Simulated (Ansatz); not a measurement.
Basis-set extrapolation for C₄H₇ClO, SMILES `C/C(Cl)=C/CO` (PBE0-D4/def2-TZVP geometry, frozen core, Ansatz). Multiplicity 1, RHF reference.

```json
{"": "HF", "def2-TZVPP": "-689.987737", "def2-QZVPP": "-690.011050"}
{"": "MP2 correlation", "def2-TZVPP": "-1.098182", "def2-QZVPP": "-1.179897"}
{"": "CCSD(T) correlation", "def2-TZVPP": "-1.196182", "def2-QZVPP": "not run"}
```

Energies in hartree. Use E(X) = E(∞) + A·exp(−7.88·√X) for Hartree–Fock and E(X) = E(∞) + B·X^(−2.97) for correlation, with X = 3 and 4, and add CCSD(T) minus MP2 of the smaller set to the MP2 limit.

Question: What is the CCSD(T) energy at the basis-set limit?

Answer: HF limit: -690.011050 + (-0.023313) × 0.13774 = -690.01426. MP2 limit: -1.179897 + (-0.081715) × 0.74074 = -1.24043. Higher-order term: -1.196182 − (-1.098182) = -0.09800. Total: -691.35269 hartree, 4.59 eV below CCSD(T)/def2-TZVPP.
